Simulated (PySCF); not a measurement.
## Molecular orbitals of BS⁺

PBE0 at R = 1.718 Å; basis B STO-3G, S STO-3G; no relativity; PySCF 2.14. State: ¹Σ⁺ (singlet), closed shell, a second solution, started from another occupation. Only the outer orbitals are listed, counted within each symmetry.

```tsv
orbital	occ.	ε (eV)	on B (%)	main shells (%)
5σ	2	-27.10	22	74 S s, 15 B s
6σ	2	-18.13	42	42 B s, 35 S p, 22 S s
2π	2	-14.47	31	69 S p, 31 B p
2π	2	-14.47	31	69 S p, 31 B p
7σ	0	-12.18	78	46 B p, 32 B s, 21 S p
3π	0	-7.30	69	69 B p, 31 S p
3π	0	-7.30	69	69 B p, 31 S p
```

Problem. Which are the highest filled and the lowest empty level, where do they sit, and how wide is the gap?

Solution. Highest filled 2π at -14.47 eV (in %: 69 S p, 31 B p); lowest empty 7σ at -12.18 eV (in %: 46 B p, 32 B s, 21 S p); the gap at PBE0 is 2.29 eV.

| Property | Result |
| --- | --- |
| bond order (Mayer) | 2.78 |
| ⟨S²⟩ | 0.000 |
| charge on B (Mulliken, basis-dependent) | 0.49 |
| charge on B (Löwdin, basis-dependent) | 0.43 |
| dipole moment (positive dipole points towards S; it is taken about the centre of mass and depends on that origin) | -4.11 D |

STO-3G is very small, so such numbers show the basis as much as the molecule.
